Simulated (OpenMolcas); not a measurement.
**One shape, several levels: COF2 (carbonyl fluoride)**

We compute a comparison of 6 runs (B3LYP/6-31G*, B2PLYP/aug-cc-pVDZ, BLYP/aug-cc-pVDZ, PBE/aug-cc-pVDZ, PBE0/aug-cc-pVDZ, TPSS/aug-cc-pVDZ) of COF2 (carbonyl fluoride). 

The calculation is run with OpenMolcas 26.06.

### 1 The system as given

The species is COF2 (4 atoms), meant as a singlet with charge 0. As SMILES, `O=C(F)F`. The shape is that of a PBE0-D4/def2-TZVP optimisation.

Bond lengths: O1–C2 1.169 Å, C2–F3 1.309 Å, C2–F4 1.309 Å. Angles: O1–C2–F3 126.1°, O1–C2–F4 126.1°, F3–C2–F4 107.8°.

### 2 Energy and gradient at B3LYP/6-31G(d) (Cartesian functions) (run 1)

Input file mol.inp:

```
&GATEWAY
BasLib=$CurrDir
Coord
4
angstrom
O       -1.242660      -0.157400       0.153910
C       -0.091830      -0.011630       0.011370
F        0.845490      -0.826670       0.424670
F        0.488990       0.995700      -0.589960
Basis=6-31Gs
Group=NoSym
&SEWARD
GridInput
Grid=UltraFine
End of Grid
&SCF
KSDFT=B3LYP
Thresholds=1e-10 1e-07 1e-07 1e-05
PrOrbitals=1 2
&ALASKA
```

The basis set 6-31G* is read from a file made from the Basis Set Exchange's data (not shown).

Command:

```
export MOLCAS_MEM=1860
pymolcas mol.inp > mol.log
```

Output:

```text
--- Start Module: gateway ---
[...]
--- Stop Module: gateway /rc=_RC_ALL_IS_WELL_ ---
[...]
      Basis functions           60
[...]
--- Start Module: scf ---
[...]
       Convergence after  13 Iterations
[...]
::    Total KS-DFT energy                            -313.0073117974
[...]
      Total spin, S                                     0.0000000000
[...]
      Total electronic charge=   32.000000
      Total            charge=   -0.000000
[...]
      Dipole Moment (debye):
      Origin of the operator (angstrom)=    0.0663    0.0084   -0.0082
                   X=  1.1662E+00               Y=  1.4774E-01               Z= -1.4446E-01           Total=  1.1844E+00
      Quadrupole Moment (debye*angstrom):
[...]
--- Stop Module: scf /rc=_RC_ALL_IS_WELL_ ---
[...]
--- Start Module: alaska ---
[...]
 *              Molecular gradients               *
 **************************************************
  Irreducible representation: a
 ------------------------------------------------------------------------------------------
                              X                       Y                       Z
 ------------------------------------------------------------------------------------------
  O1                2.59266929489925E-02    3.28389695633957E-03   -3.21110469191677E-03
  C2               -9.84146793211416E-03   -1.24399977038930E-03    1.21732409549491E-03
  F3               -1.00546567497997E-02    9.27028402051278E-03   -4.73239151106686E-03
  F4               -6.03056826700143E-03   -1.13101812064755E-02    6.72617210746473E-03
 ------------------------------------------------------------------------------------------
--- Stop Module: alaska /rc=_RC_ALL_IS_WELL_ ---
[...]
```

Run time: 9.9 s. Hardware: 1 thread of Arm Neoverse V2, shared host; peak memory 0.39 GiB.

### 3 The energy at B2PLYP/aug-cc-pVDZ (run 2)

Input file mol.xyz:

```xyz
4

O     -1.242660    -0.157400     0.153910
C     -0.091830    -0.011630     0.011370
F      0.845490    -0.826670     0.424670
F      0.488990     0.995700    -0.589960
```

Input file mol.input:

```
>>> EXPORT MOLCAS_PRINT=2

&GATEWAY
 BasLib
 $CurrDir
 Coord
 mol.xyz
 Basis
 aug-cc-pVDZ
 Group
 NoSym

&SEWARD
 GridInput
 Grid=UltraFine
 End of Grid

&SCF
 KSDFT
 B2PLYP_SCF
 Thresholds
 1e-10 1e-07 1e-07 1e-05
 PrOrbitals
 1 2

&MBPT2
 Frozen
 4
```

The basis set aug-cc-pVDZ is read from a file made from the Basis Set Exchange's data (not shown).

Command:

```
export MOLCAS_MEM=1860
pymolcas mol.input > mol.log
```

Output:

```text
--- Start Module: gateway ---
[...]
--- Stop Module: gateway /rc=_RC_ALL_IS_WELL_ ---
[...]
      Basis functions           92
[...]
--- Start Module: scf ---
[...]
       Convergence after  13 Iterations
[...]
::    Total KS-DFT energy                            -312.6001453007
[...]
      Total spin, S                                     0.0000000000
[...]
      Total electronic charge=   32.000000
      Total            charge=   -0.000000
[...]
      Dipole Moment (debye):
      Origin of the operator (angstrom)=    0.0663    0.0084   -0.0082
                   X=  1.0968E+00               Y=  1.3894E-01               Z= -1.3585E-01           Total=  1.1138E+00
      Quadrupole Moment (debye*angstrom):
[...]
--- Stop Module: scf /rc=_RC_ALL_IS_WELL_ ---
[...]
--- Start Module: mbpt2 ---
[...]
 ###    WARNING: MP2 implementation intended for RHF references only         ###
 ###############################################################################
MBPT2 WARNING: Reference function according to RunFile:KS-DFT
I'll assume you know what you're doing and continue
WARNING!
Default frozen orbitals as non valence orbitals is overwritten by user input.
Default values:   4
[...]
       Reference weight ( Cref**2 )         =        0.78329
::    Total MBPT2 energy                             -313.4766594121
[...]
      Total MBPT2 calculations                           0.26      0.34
--- Stop Module: mbpt2 /rc=_RC_ALL_IS_WELL_ ---
[...]
```

Run time: 19 s. Hardware: 1 thread of Arm Neoverse V2, shared host; peak memory 0.5 GiB.

### 4 Energy and forces at BLYP/aug-cc-pVDZ (run 3)

Input file calc.input:

```
* CF2O Kohn-Sham DFT

&GATEWAY
 BASLIB
 $CurrDir
 COORD
 4
 angstrom
 O       -1.242660      -0.157400       0.153910
 C       -0.091830      -0.011630       0.011370
 F        0.845490      -0.826670       0.424670
 F        0.488990       0.995700      -0.589960
 BASIS
 aug-cc-pVDZ
 GROUP
 NoSym

&SEWARD
 GRIDINPUT
 Grid=UltraFine
 End of Grid

&SCF
 KSDFT
 BLYP
 THRESHOLDS
 1e-10 1e-07 1e-07 1e-05
 PRORBITALS
 1 2

&ALASKA
```

The basis set aug-cc-pVDZ is read from a file made from the Basis Set Exchange's data (not shown).

Command:

```
export MOLCAS_MEM=1860
pymolcas calc.input > calc.log
```

Output:

```text
--- Start Module: gateway ---
[...]
--- Stop Module: gateway /rc=_RC_ALL_IS_WELL_ ---
[...]
      Basis functions           92
[...]
--- Start Module: scf ---
[...]
       Convergence after  17 Iterations
[...]
::    Total KS-DFT energy                            -313.0317294454
[...]
      Total spin, S                                     0.0000000000
[...]
      Total electronic charge=   32.000000
      Total            charge=   -0.000000
[...]
      Dipole Moment (debye):
      Origin of the operator (angstrom)=    0.0663    0.0084   -0.0082
                   X=  1.0727E+00               Y=  1.3590E-01               Z= -1.3288E-01           Total=  1.0894E+00
      Quadrupole Moment (debye*angstrom):
[...]
--- Stop Module: scf /rc=_RC_ALL_IS_WELL_ ---
[...]
--- Start Module: alaska ---
[...]
 *              Molecular gradients               *
 **************************************************
  Irreducible representation: a
 ------------------------------------------------------------------------------------------
                              X                       Y                       Z
 ------------------------------------------------------------------------------------------
  O1                4.77896232014849E-02    6.05322530214103E-03   -5.91904727436399E-03
  C2               -5.35243022483289E-03   -6.75660386273980E-04    6.61497109134879E-04
  F3               -2.63117556209700E-02    2.33515649290243E-02   -1.18696030987504E-02
  F4               -1.61254373555995E-02   -2.87291298449439E-02    1.71271532640134E-02
 ------------------------------------------------------------------------------------------
--- Stop Module: alaska /rc=_RC_ALL_IS_WELL_ ---
[...]
```

Wall time 25 s (1 thread of Arm Neoverse V2, shared host); peak memory 0.5 GiB.

Runs 4 to 5 aren't shown in full; the table further down has their settings and results.

### 5 Energy and forces at TPSS/aug-cc-pVDZ (run 6)

Input file test.inp:

```
&GATEWAY
  BasLib=$CurrDir
  Coord
  4
  angstrom
  O       -1.242660      -0.157400       0.153910
  C       -0.091830      -0.011630       0.011370
  F        0.845490      -0.826670       0.424670
  F        0.488990       0.995700      -0.589960
  Basis=aug-cc-pVDZ
  Group=NoSym

&SEWARD
  GridInput
  Grid=UltraFine
  End of Grid

&SCF
  KSDFT=2
  1.0 MGGA_X_TPSS
  1.0 MGGA_C_TPSS
  Thresholds=1e-10 1e-07 1e-07 1e-05
  PrOrbitals=1

&ALASKA
```

The basis set aug-cc-pVDZ is read from a file made from the Basis Set Exchange's data (not shown).

Command:

```
export MOLCAS_MEM=1860
pymolcas test.inp > test.log
```

Output:

```text
--- Start Module: gateway ---
[...]
--- Stop Module: gateway /rc=_RC_ALL_IS_WELL_ ---
[...]
      Basis functions           92
[...]
--- Start Module: scf ---
[...]
       Convergence after  15 Iterations
[...]
::    Total KS-DFT energy                            -313.0915628494
[...]
      Total spin, S                                     0.0000000000
[...]
      Total electronic charge=   32.000000
      Total            charge=   -0.000000
[...]
      Dipole Moment (debye):
      Origin of the operator (angstrom)=    0.0663    0.0084   -0.0082
                   X=  1.0623E+00               Y=  1.3458E-01               Z= -1.3159E-01           Total=  1.0789E+00
      Quadrupole Moment (debye*angstrom):
[...]
--- Stop Module: scf /rc=_RC_ALL_IS_WELL_ ---
[...]
--- Start Module: alaska ---
[...]
 *              Molecular gradients               *
 **************************************************
  Irreducible representation: a
 ------------------------------------------------------------------------------------------
                              X                       Y                       Z
 ------------------------------------------------------------------------------------------
  O1                4.05113273128954E-02    5.13144792210918E-03   -5.01764123225623E-03
  C2               -6.02295745961889E-03   -7.60558572352910E-04    7.44519068841321E-04
  F3               -2.11742513326705E-02    1.79100638264700E-02   -9.05195200347286E-03
  F4               -1.33141185205670E-02   -2.22809531762476E-02    1.33250741668753E-02
 ------------------------------------------------------------------------------------------
--- Stop Module: alaska /rc=_RC_ALL_IS_WELL_ ---
[...]
```

It took 33 s on 1 thread of Arm Neoverse V2, shared host; peak memory 0.5 GiB.

### 6 Overview of the runs

| run | level | Cartesian functions | task | energy (Eh) | dipole moment (D) | HOMO energy (eV) | LUMO energy (eV) | wall time |
| --- | --- | --- | --- | --- | --- | --- | --- | --- |
| 1 | B3LYP/6-31G* (Cartesian functions) | yes | gradient | -313.007312 | 1.18 | -9.59 | -0.27 | 9.9 s |
| 2 | B2PLYP/aug-cc-pVDZ | no | energy | -312.836804 | 1.11 | -12.23 | 0.60 | 19 s |
| 3 | BLYP/aug-cc-pVDZ | no | gradient | -313.031729 | 1.09 | -8.43 | -1.69 | 25 s |
| 4 | PBE/aug-cc-pVDZ | no | gradient | -312.761508 | 1.09 | -8.50 | -1.74 | 25 s |
| 5 | PBE0/aug-cc-pVDZ | no | gradient | -312.753856 | 1.09 | -10.40 | -0.51 | 23 s |
| 6 | TPSS/aug-cc-pVDZ | no | gradient | -313.091563 | 1.08 | -8.60 | -1.58 | 33 s |

### 7 What came out

| quantity | value |
| --- | --- |
| run 6: total energy | -313.09156 Eh |
| run 6: dipole moment | 1.08 D |
| run 6: HOMO energy | -8.60 eV |
| run 6: LUMO energy | -1.58 eV |
| run 6: HOMO–LUMO gap | 7.02 eV |
| run 6: largest force on an atom | 2.116 eV/Å |

What this shows: The dipole moment (its size) runs from 1.08 D (TPSS/aug-cc-pVDZ) to 1.18 D (B3LYP/6-31G*). The two ends differ in method and basis. The HOMO–LUMO gap runs from 6.74 eV (BLYP/aug-cc-pVDZ) to 12.84 eV (B2PLYP/aug-cc-pVDZ). A double hybrid's value is that of its SCF part. For B2PLYP the log adds the whole second-order term; the table takes 0.27 of it, as the functional is defined. Totals of different functionals can't be ranked against each other. All runs together took 2.2 min, the longest 33 s.
